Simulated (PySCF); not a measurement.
## How exact exchange moves a shielding

Molecule: `C[C@@H]1C=C1F`, C₄H₅F.

Mapped SMILES: `[CH3:1][C@@H:2]1[CH:3]=[C:4]1[F:5]`. Each H is labelled by its parent atom.

GIAO shieldings (ppm, equivalent atoms averaged) in PySCF on the PBE0-D3(BJ)/def2-SVP geometry, basis pcSseg-2, gas phase, non-relativistic:

| functional | exact exchange (%) | σ(C4) | σ(C2) | σ(F5) |
| --- | --- | --- | --- | --- |
| BLYP | 0 | 9.1 | 138.7 | 294.4 |
| BP86 | 0 | 14.9 | 143.6 | 295.8 |
| PBE | 0 | 14.6 | 143.7 | 294.0 |
| PBE0 | 25 | 20.6 | 151.9 | 313.3 |
| HF | 100 | 33.8 | 167.4 | 355.4 |

Problem. Fit each shielding as a line in the percentage of exact exchange.

Solution. σ(C4) = 13.4 + 0.21 x (rms 2.3 ppm); σ(C2) = 142.7 + 0.25 x (rms 2.3 ppm); σ(F5) = 295.4 + 0.61 x (rms 1.5 ppm). The functionals also differ in their semilocal parts, which the line can't hold; Hartree–Fock has no correlation at all.

Problem. What does the line predict for B3LYP (20 %), and what does the run give?

Solution. σ(C4): 17.6 predicted, 13.9 computed; σ(C2): 147.7 predicted, 145.7 computed; σ(F5): 307.6 predicted, 310.1 computed ppm.
